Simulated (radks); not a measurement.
# B³⁺ in [He]: an all-electron calculation

The task here is to estimate one member of a computed series from the others.

Program: radks (a radial shooting solver on a logarithmic mesh, Libxc functionals) version 1. Level of theory: non-relativistic Kohn-Sham, LDA (Slater exchange, Perdew-Wang correlation), spin-polarised, spherical densities, point nucleus. These are calculated values, not measurements, unless marked.

## The system

| Item | Value |
| --- | --- |
| element | boron (Z = 5) |
| charge | +3 |
| electrons | 2 |
| configuration | [He] |

Outer shells as boxes (Hund's rule):

B³⁺
```
1s [↑↓]
```

The first run:

Settings of this run:

```text
Z 5
configuration [He] 2s0 2p0
relativity non-relativistic
functional lda,pw
spin polarised
nucleus point
```

Among the steps run: Self-consistent calculation.

One table of the session follows, with a row left open; its other results are not shown here.

It belongs to the step «Radial structure». Radial density 4πr²ρ:

```
r (bohr)  4πr²ρ (e/bohr)
  0.0111         0.09467
  0.0150          0.1672
  0.0202          0.2870
  0.0271               ?
  0.0365          0.7975
  0.0490           1.273
  0.0665           1.968
  0.0894           2.841
   0.120           3.804
   0.162           4.614
   0.217           4.911
   0.292           4.407
   0.396           3.120
   0.532           1.647
   0.715          0.5849
   0.962          0.1222
    1.29         0.01258
```

**Question.** Estimate the row for r (bohr) = 0.0271.

Worked estimate for «4πr²ρ (e/bohr)». A straight line through the neighbours (0.0202, 0.2870) and (0.0365, 0.7975) gives 0.2870 + (0.7975 − 0.2870) × (0.0271 − 0.0202) / (0.0365 − 0.0202) = 0.5031; a parabola fitted to 4 rows on both sides gives 0.4879.

**Answer.** 4πr²ρ (e/bohr): 0.4841. In «4πr²ρ (e/bohr)» the line misses by +0.0190 and the parabola by +0.0038.
